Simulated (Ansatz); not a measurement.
Write a Python script for Ansatz 0.2.0 through its Python package that makes a ranking of conformers of C4H6O2, SMILES O=CC1(O)CC1. Use (for the species named): PBE0, 6-31G* basis, multiplicity 1.

The script, `conformers_c4h6o2.py`:
```python
import logging
import sys

import ansatz as az
from rdkit import Chem
from rdkit.Chem import AllChem

logging.basicConfig(stream=sys.stdout, format="%(name)s: %(message)s")
logger = logging.getLogger("run")
logger.setLevel(logging.INFO)


def main() -> None:
    rd = Chem.AddHs(Chem.MolFromSmiles("O=CC1(O)CC1"))
    ids = list(AllChem.EmbedMultipleConfs(rd, numConfs=20, randomSeed=349, pruneRmsThresh=0.4))
    field = [energy for _, energy in AllChem.MMFFOptimizeMoleculeConfs(rd)]
    distinct = {round(e, 2): i for i, e in zip(ids, field)}
    chosen = sorted(distinct.items())[:4]
    found = []
    for force_field, index in chosen:
        molecule = az.Crystal.molecule()
        for atom, xyz in zip(rd.GetAtoms(), rd.GetConformer(index).GetPositions()):
            molecule = molecule.atom(atom.GetSymbol(), xyz.round(5).tolist())
        calculation = (
            molecule.calculation()
            .basis(gaussian="6-31G*")
            .functional("PBE0")
            .accuracy("high")
        )
        found.append(calculation.run(threads=1).report["free_energy_ev"])
    logger.info("conformer   MMFF (kcal/mol)   this level (kcal/mol)")
    for (force_field, index), e in zip(chosen, found):
        logger.info(f"{index:9d} {force_field - chosen[0][0]:17.2f} {23.060548 * (e - min(found)):17.3f}")


if __name__ == "__main__":
    main()
```

```console
$ python conformers_c4h6o2.py
run: conformer   MMFF (kcal/mol)   this level (kcal/mol)
run:         2              0.00             1.202
run:         1              2.14             0.000
```

What to keep in mind:
- These settings explore the input space; basis and method may be short of convergence.
- The conformers keep their force-field geometries.
- Finished in 43 s on 1 thread of Arm Neoverse N1 (shared host), peak memory 0.51 GiB.
